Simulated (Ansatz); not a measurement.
# BSiNH (quartet): wave-function methods side by side, def2-TZVPP

One table from this session's results is given with a row withheld; the runs are named, their logs left out.

The runs use Ansatz 0.2.0, Gaussian basis; def2-TZVPP, core rule «outside noble gas», up to 7 orbitals frozen.

To be run: UHF; ROHF; CCSD(T) on UHF.

## The system

The geometry is a PBE0/def2-TZVP stationary point (not a proven minimum).

4 atoms, charge 0, spin multiplicity 4.

Atoms are counted from 1 here; the program's logs count them from 0.

Bond lengths: B1–Si2 1.824 Å, Si2–N3 1.538 Å, N3–H4 0.996 Å. Angles: B1–Si2–N3 173.5°, Si2–N3–H4 161.9°.

Set-up of the first run:

in.yaml reads:

```yaml
crystal:
  periodic: [false, false, false]
  atoms:
    - {symbol: B, position_ang: [0.000000, -0.062553, 2.375794]}
    - {symbol: Si, position_ang: [0.000010, 0.013734, 0.552939]}
    - {symbol: N, position_ang: [0.000006, -0.096050, -0.981036]}
    - {symbol: H, position_ang: [-0.000016, 0.144869, -1.947698]}
basis:
  gaussian: {orbitals: def2-TZVPP}
magnetization: {spin_polarized: true, initial_magnetization: 3}
hamiltonian: {xc: hf}
output: {orbitals: {seedname: orbitals}}
```

Run with:

```
$ ansatz run in.yaml --threads 1 --pin off --events-out ev --progress --plain --max-ram 4096MiB --backend cpu
```

Among the steps run: UHF; ROHF; CCSD(T) on UHF.

One of the session's tables, all rows but one given; the rest of the session is left out.

```
  method  from UCCSD(T) (meV)
    ROHF             +10546.3
     UHF             +10478.1
    UMP2                    ?
   UCCSD               +536.7
UCCSD(T)                    0
```

Q: Estimate the row for UMP2 from the others.

As computed: from UCCSD(T) (meV): +1066.3. In the column «from UCCSD(T) (meV)» it lies between UCCSD (+536.7) and UHF (+10478.1).

With the free atoms at the same levels and basis (separate runs), the atomisation energy is 9.830 eV at UCCSD(T), 6.560 eV at ROHF.
